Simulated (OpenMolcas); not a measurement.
How methods differ on SiH2O2 (SMILES O[Si]O)

The species is SiH2O2 (5 atoms), meant as a singlet with charge 0. SMILES: `O[Si]O`. The coordinates come from a PBE0-D4/def2-TZVP relaxation. This is one conformer, not always the lowest.

```xyz
5

O    -1.4432   -0.1056   -0.2750
Si   -0.2120   -0.7913    0.5677
O     1.0360    0.1875    0.0686
H    -1.2319    0.6489   -0.8361
H     1.9011   -0.0131    0.4334
```

Each level gives the dipole moment (D). The values are calculated.

```csv
level,kind,program,value (D),CPU time
HF/aug-cc-pVDZ,Hartree–Fock,OpenMolcas,1.86,12 s
SVWN5/aug-cc-pVDZ,LDA,OpenMolcas,1.80,30 s
PBE/aug-cc-pVDZ,GGA,OpenMolcas,1.77,44 s
revPBE/aug-cc-pVDZ,GGA,OpenMolcas,1.77,43 s
TPSS/aug-cc-pVDZ,meta-GGA,OpenMolcas,1.80,55 s
B3LYP/aug-cc-pVDZ,global hybrid,OpenMolcas,1.76,39 s
M06-2X/aug-cc-pVDZ,hybrid meta-GGA,OpenMolcas,1.77,45 s
PBE0/aug-cc-pVDZ,global hybrid,OpenMolcas,1.80,38 s
```

The values span 1.76 to 1.86 D. Times are those of the runs behind each value, whatever else they computed, on shared processors of several kinds: orders of magnitude only.
